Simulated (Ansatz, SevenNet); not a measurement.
For bcc Ba, the machine-learned potential SevenNet-l3i5 (trained on PBE and PBE+U data) gives:

| Quantity | Value |
|---|---|
| lattice constant a | 5.058 Å |
| elastic constant C11 | 18.9 GPa |
| elastic constant C44 | 28.6 GPa |
| polycrystal shear modulus | 10.3 GPa |

Problem. What does r²SCAN (plane waves, PAW; Ansatz, a first-principles code) give for the same quantities?

Solution. 
- lattice constant a: 5.070 Å (rises by 0.2 %)
- elastic constant C11: 12.9 GPa (shrinks by 32 %)
- elastic constant C44: 9.4 GPa (falls by 67 %)
- Voigt–Reuss–Hill shear modulus: 6.1 GPa (decreases by 41 %)

For comparison: lattice constant a 4.995 Å (measured, low-temperature or extrapolated to 0 K; zero-point anharmonic expansion removed, sources range from 4.995 to 5.004; as tabulated in Csonka et al. (2009), arXiv:0903.4037).

Changes are worked out from the printed values.

Unless a cell is named, each level is at its own relaxed cell (SevenNet-l3i5 64.71, r²SCAN 65.17 Å³/atom).

Ansatz's density-functional and Hartree–Fock values are scalar-relativistic unless marked +SOC, with PAW data made under PBE.
